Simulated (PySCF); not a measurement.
# Dipole moment and polarisability of (CH3)2PPF2

Compound: (CH3)2PPF2, C2H6F2P2.
Numbering: `[CH3:1][P:2]([CH3:3])[P:4]([F:5])[F:6]` (hydrogens: H7, H8, H9 on C1; H10, H11, H12 on C3)

Cartesian coordinates in Å at the PBE0-D3(BJ)/def2-SVP level; atoms count from 1:
```
atom  x, y, z in Å
C1    -0.6138   -1.3791   -0.6711
P2    -0.1610   -0.3134    0.7803
C3     1.5446    0.2330    0.2878
P4    -1.1411    1.5354    0.0177
F5    -2.6234    1.2610    0.6021
F6    -0.5812    2.5108    1.1821
H7    -0.0651   -2.3300   -0.5949
H8    -0.3899   -0.9205   -1.6476
H9    -1.6883   -1.6123   -0.6208
H10    1.8676    1.0337    0.9693
H11    1.6153    0.5937   -0.7515
H12    2.2357   -0.6146    0.4095
```

Level: B3LYP/def2-SVPD (PySCF), static field, nuclei fixed, core orbitals frozen in the response. The polarisability tensor in these axes (au):

```
x   82.96 -6.95  3.16
y   -6.95 88.79  1.44
z    3.16  1.44 68.96
```

Task: Give the principal values, the mean and the anisotropy Δα = √{½[(α1 − α2)² + (α2 − α3)² + (α1 − α3)²]}.

Result: Principal values 67.83, 79.45 and 93.42 au; mean 80.23 au = 11.89 Å³ = 13.23 × 10⁻⁴⁰ C²·m²/J; Δα = 22.20 au (28 % of the mean).

Task: What is the dipole moment, and where does it point?

Result: (1.78, -1.71, -1.76) D, 3.03 D in size, pointing from the negative to the positive side. Measured along this direction, the outermost atoms are F5 at the negative end and H7 at the positive end.

Task: Give the principal axes and the span of the nuclei along them.

Result: Largest value along (-0.56, 0.83, -0.02), where the nuclei span 4.38 Å; middle along (0.78, 0.54, 0.31), 4.70 Å; least along (-0.27, -0.15, 0.95), 2.40 Å. The strongest response doesn't lie along the longest of the three spans.

Task: Form Σ f/ω² (atomic units) for the 6 lowest TDDFT singlets, given as eV and f, and set it beside the mean polarisability, which is this sum over all singlets: 4.61, 0.0137; 5.28, 0.2061; 6.08, 0.0004; 6.26, 0.0099; 6.40, 0.0221; 6.45, 0.0328.

Result: They add up to 7.14 au, 8.9 % of the 80.23 au; the largest single term is 5.48 au, from the state at 5.28 eV. Terms in order: 0.48, 5.48, 0.01, 0.19, 0.40, 0.58 au. Higher excitations give the rest. The strengths listed sum to 0.285.

Task: What molar refraction does this α imply?

Result: Lorentz–Lorenz: R = (4π/3)N_A α = 2.5225 cm³/(mol·Å³) × 11.89 Å³ = 30.0 cm³/mol, in the limit of long wavelengths.

Task: What would n − 1 = 2πNα be for an ideal gas of these molecules at 400 K and 1 atm, electronic part alone?

Result: N = p/kT = 1.8347 × 10¹⁹ cm⁻³, so n − 1 = 2π × N × 11.89 × 10⁻²⁴ cm³ = 1371 × 10⁻⁶ at long wavelengths.

Task: Find the Langevin capture rate constant for NH4+ (18.034 u) meeting this molecule (129.991 u), k = 2.342 × 10⁻⁹ cm³/s × √(α in Å³ / reduced mass in u).

Result: The reduced mass is 15.84 u, so k = 2.03 × 10⁻⁹ cm³/s. The formula leaves out the permanent dipole, which adds to the capture rate.

One conformer (not necessarily the lowest) at the PBE0-D3(BJ)/def2-SVP geometry, without solvent, vibrations or thermal averaging.
